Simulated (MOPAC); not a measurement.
MOPAC input (MNDO):

```
MNDO 1SCF CHARGE=-1 GEO-OK AUX(PRECISION=9) THREADS=1
HO2

O     0.05728725 1    0.81312084 1   -0.03996413 1
O     0.04221979 1   -0.70897730 1   -0.01520246 1
H    -0.79605634 1   -0.83314830 1    0.44133267 1
```

Output:

```
 *******************************************************************************
 **                                                                           **
 **                              MOPAC v23.2.5                                **
 **                                                                           **
 *******************************************************************************
 ** MOPAC's Digital Object Identifier: https://doi.org/10.5281/zenodo.6511958 **
 **                                                                           **
 ** Please cite the open-source release paper for use of this MOPAC version:  **
 ** J. E. Moussa and J. J. P. Stewart (2026)                                  **
 ** MOPAC: An open-source semiempirical molecular orbital program             **
 ** J. Open Source Softw., 11(119), 8025, https://doi.org/10.21105/joss.08025 **
 *******************************************************************************

                              MNDO CALCULATION RESULTS

 *******************************************************************************
 *  MNDO       - The MNDO Hamiltonian to be used
 *  GEO-OK     - OVERRIDE INTERATOMIC DISTANCE AND OTHER SAFETY CHECKS
 *
 *
 *
 *                 CHARGE ON SYSTEM = -1
 *
 *
 *
 *  1SCF       - DO 1 SCF AND THEN STOP
 *  AUX        - OUTPUT AUXILIARY INFORMATION
 *******************************************************************************
MNDO 1SCF CHARGE=-1 GEO-OK AUX(PRECISION=9) THREADS=1
 HO2

   ATOM   CHEMICAL          X               Y               Z
  NUMBER   SYMBOL      (ANGSTROMS)     (ANGSTROMS)     (ANGSTROMS)

     1       O          0.05728725  *   0.81312084  *  -0.03996413  *
     2       O          0.04221979  *  -0.70897730  *  -0.01520246  *
     3       H         -0.79605634  *  -0.83314830  *   0.44133267  *

          CARTESIAN COORDINATES

    NO.       ATOM           X           Y           Z

     1         O          0.0573      0.8131     -0.0400
     2         O          0.0422     -0.7090     -0.0152
     3         H         -0.7961     -0.8331      0.4413

  H: (MNDO): M.J.S. DEWAR, W. THIEL, J. AM. CHEM. SOC., 99, 4899, (1977)
  O: (MNDO): M.J.S. DEWAR, W. THIEL, J. AM. CHEM. SOC., 99, 4899, (1977)

           Empirical Formula: H O2  =     3 atoms

      MOLECULAR POINT GROUP   :   Cs

      RHF CALCULATION, NO. OF DOUBLY OCCUPIED LEVELS = 7

 -------------------------------------------------------------------------------
 MNDO 1SCF CHARGE=-1 GEO-OK AUX(PRECISION=9) THREADS=1
 HO2

     1SCF WAS SPECIFIED, SO BFGS WAS NOT USED
     SCF FIELD WAS ACHIEVED

                              MNDO CALCULATION
                                                       MOPAC v23.2.5 Linux

          FINAL HEAT OF FORMATION =         17.04037 KCAL/MOL =      71.29692 KJ/MOL

          COSMO AREA              =         55.60 SQUARE ANGSTROMS
          COSMO VOLUME            =         36.74 CUBIC ANGSTROMS

          IONIZATION POTENTIAL    =          1.857863 EV
          HOMO LUMO ENERGIES (EV) =         -1.858 11.206
          NO. OF FILLED LEVELS    =          7
          MOLECULAR WEIGHT        =         33.0067         POINT GROUP:  Cs

          MOLECULAR DIMENSIONS (Angstroms)

            Atom       Atom       Distance
            H     3    O     1     1.91574
            O     2    H     3     0.75681
            O     1    O     2     0.00000

          SCF CALCULATIONS        =          1

   ATOM   CHEMICAL          X               Y               Z
  NUMBER   SYMBOL      (ANGSTROMS)     (ANGSTROMS)     (ANGSTROMS)

     1       O          0.05728725  *   0.81312084  *  -0.03996413  *
     2       O          0.04221979  *  -0.70897730  *  -0.01520246  *
     3       H         -0.79605634  *  -0.83314830  *   0.44133267  *

                             CARTESIAN COORDINATES

   1    O        0.057287250     0.813120840    -0.039964130
   2    O        0.042219790    -0.708977300    -0.015202460
   3    H       -0.796056340    -0.833148300     0.441332670

           Empirical Formula: H O2  =     3 atoms

      MOLECULAR POINT GROUP   :   Cs

                  EIGENVALUES
 -30.80435 -22.83986  -9.03364  -5.81716  -4.68216  -2.05643  -1.85786  11.20579
  13.20446

              NET ATOMIC CHARGES AND DIPOLE CONTRIBUTIONS

  ATOM NO.   TYPE          CHARGE      No. of ELECS.   s-Pop       p-Pop
    1          O          -0.705431        6.7054     1.98296     4.72247
    2          O          -0.368657        6.3687     1.89406     4.47460
    3          H           0.074088        0.9259     0.92591
 DIPOLE           X         Y         Z       TOTAL
 POINT-CHG.    -0.437    -1.676     0.256     1.751
 HYBRID        -0.610    -0.069     0.332     0.698
 SUM           -1.047    -1.745     0.588     2.118

          ATOMIC ORBITAL ELECTRON POPULATIONS

     Atom    s        px        py        pz
    1  O   1.98296   1.99915   0.72380   1.99953
    2  O   1.89406   1.35081   1.31594   1.80785
    3  H   0.92591

 **********************
 *                    *
 * JOB ENDED NORMALLY *
 *                    *
 **********************

 == MOPAC DONE ==
```

The dipole moment of an ion depends on the origin.
